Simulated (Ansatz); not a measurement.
# Al2HSi: the cost of one run

Program: Ansatz 0.2.0, Gaussian basis. Level of theory: cc-pVTZ, core rule «outside noble gas», up to 15 orbitals frozen. These are calculated values, not measurements.

Plan: UHF; CCSD(T) on ROHF; CCSD(T) on UHF; BCCD(T) on ROHF; CCSDT(Q) on ROHF; CCSDT(Q) on UHF.

3 further runs of the same task are left out: 3 set aside as unsound or not needed.

## (1) The system

The geometry is a PBE0/def2-TZVP stationary point (not a proven minimum).

4 atoms, charge 0, spin multiplicity 2.

Atoms are counted from 1 here; the program's logs count them from 0.

Bond lengths: Al1–Si2 2.289 Å, Al1–Al3 2.719 Å, Al1–H4 1.590 Å, Si2–Al3 2.311 Å. Angles: Si2–Al1–Al3 54.1°, Si2–Al1–H4 166.2°, Al3–Al1–H4 139.7°, Al1–Si2–Al3 72.5°, Al1–Al3–Si2 53.4°.

## (2) UHF

Contents of in.yaml:

```yaml
crystal:
  periodic: [false, false, false]
  atoms:
    - {symbol: Al, position_ang: [0.000000, 0.365979, 1.411330]}
    - {symbol: Si, position_ang: [0.000000, -1.216412, -0.242354]}
    - {symbol: Al, position_ang: [0.000000, 0.856925, -1.263266]}
    - {symbol: H, position_ang: [0.000000, 1.158538, 2.789485]}
basis:
  gaussian: {orbitals: cc-pVTZ}
magnetization: {spin_polarized: true, initial_magnetization: 1}
hamiltonian: {xc: hf}
output: {orbitals: {seedname: orbitals}}
```

Run with:

```
> ansatz run in.yaml --threads 1 --pin off --events-out ev --progress --plain --max-ram 4096MiB --backend cpu
```

Q: Estimate wall time and peak memory on 1 thread of AMD EPYC 7R13, shared host.

About 23 s, with a peak of 0.38 GiB.
